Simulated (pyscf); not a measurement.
Hydrogen abstraction: H₃C–CH₂–O–SiH₃ + H• -> H₃C–CH₂–O–SiH₂• + H₂

Gas phase, doublet surface, charge 0. Bonds broken: Si4–H10. Bonds formed: H10–H13. Single points on ωB97X-D3(BJ)/def2-SVP structures (PySCF, gas phase).

Transition state (Å):

```xyz
13

C      0.0810     0.5550    -0.6915
C     -1.4396     0.5378    -0.6471
O     -1.9337     0.0624     0.5926
Si    -1.8607     0.9062     2.0210
H      0.4978     1.2576     0.0488
H      0.4350     0.8636    -1.6879
H      0.4814    -0.4470    -0.4725
H     -1.8366    -0.1322    -1.4268
H     -1.8409     1.5495    -0.8524
H     -0.3772     0.9599     2.5938
H     -2.3054     2.3212     1.8173
H     -2.7313     0.2016     2.9979
H      0.7741     1.0105     2.9387
```

One imaginary mode, 905i cm⁻¹; descent along it reached the two sides named.

| bond | change | reactant side (Å) | saddle | product side |
|---|---|---|---|---|
| Si4–H10 | breaks | 1.494 | 1.591 | 3.3 |
| H10–H13 | forms | 3.4 | 1.203 | 0.761 |

Electronic energies relative to the separated reactants (kcal/mol):

```
level                   barrier  reaction energy  reverse barrier
----------------------  -------  ---------------  ---------------
ωB97X-D3(BJ)/def2-TZVP      4.2            -10.6             14.9
PBE/def2-TZVP              -0.6            -14.6             14.0
r²SCAN/def2-TZVP           -1.4            -15.2             13.8
B3LYP-D3(BJ)/def2-TZVP     -0.4            -15.0             14.6
PBE0-D3(BJ)/def2-TZVP       1.3            -12.3             13.6
M06-2X/def2-TZVP            5.1            -13.2             18.3
ωB97M-D3(BJ)/def2-TZVP      4.3            -10.9             15.2
HF/def2-TZVP               13.4             -5.7             19.1
```

With ωB97M-D3(BJ)/def2-TZVP energies and thermal terms (ideal gas, 1 atm, RRHO with modes under 100 cm⁻¹ raised to 100, one conformer, R ln 2 for chiral ones without a mode under 150 cm⁻¹), in kcal/mol:

| T (K) | ΔH‡ | ΔG‡ | ΔH | ΔG |
|---|---|---|---|---|
| 298 | 2.7 | 9.2 | -10.2 | -11.7 |
| 600 | 2.5 | 15.9 | -10.2 | -13.2 |
| 900 | 2.4 | 22.6 | -10.6 | -14.7 |
| 1200 | 2.3 | 29.3 | -11.2 | -15.9 |

At PBE, r²SCAN, B3LYP-D3(BJ) this geometry lies under the reactants; that is no barrier but a single point on another level's saddle; such a level's own saddle, if it has one, lies nearer that side and is low. H₃C–CH₂–O–SiH₃ lies 18.1 kcal/mol over its isomer H₃C–CH₂–SiH₂–OH (electronic energy, ωB97M-D3(BJ)/def2-TZVP). H₃C–CH₂–O–SiH₂• lies 30.5 kcal/mol over its isomer H₃C–Si•(CH₃)–OH (electronic energy, ωB97M-D3(BJ)/def2-TZVP). One saddle was located; it need not be the lowest between these sides. The angle at the transferred H is 176°.
